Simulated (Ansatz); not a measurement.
Process, species as SMILES: [OH] (OH) → [OH-] (an electron is taken up)
B3LYP-D3(BJ)/def2-TZVP geometries, fixed; electronic energies without zero-point terms; positive where energy is released.

The adiabatic electron affinity at CCSD(T) with Ansatz (a quantum-chemistry and plane-wave program), in eV, split into its Hartree-Fock and correlation parts. Cores are frozen. Open shells are unrestricted. No added dispersion term, no relativity. Functions are those of the species that has most.

```tsv
basis	X	functions	Hartree-Fock	CCSD(T)
aug-cc-pVDZ	2	32	-0.211	1.628
aug-cc-pVTZ	3	69	-0.257	1.737
aug-cc-pVQZ	4	126	-0.263	1.792
aug-cc-pV5Z	5	207	-0.265	1.811
```

Worked estimate of the basis-set limit from each neighbouring pair, with Hartree-Fock from the larger set and the correlation part extrapolated as X^-3.
Correlation parts: X = 2: 1.839, X = 3: 1.994, X = 4: 2.055, X = 5: 2.076.
- (2,3): (27·(1.994) - 8·(1.839))/19 = 2.059; with Hartree-Fock -0.257 the estimate is 1.802 eV.
- (3,4): (64·(2.055) - 27·(1.994))/37 = 2.100; with Hartree-Fock -0.263 the estimate is 1.837 eV.
- (4,5): (125·(2.076) - 64·(2.055))/61 = 2.098; with Hartree-Fock -0.265 the estimate is 1.833 eV.
The last two estimates differ by 0.003 eV; the largest set lies 0.022 from the last. Over the last step Hartree-Fock moves by -0.002 and the correlation part by 0.021.
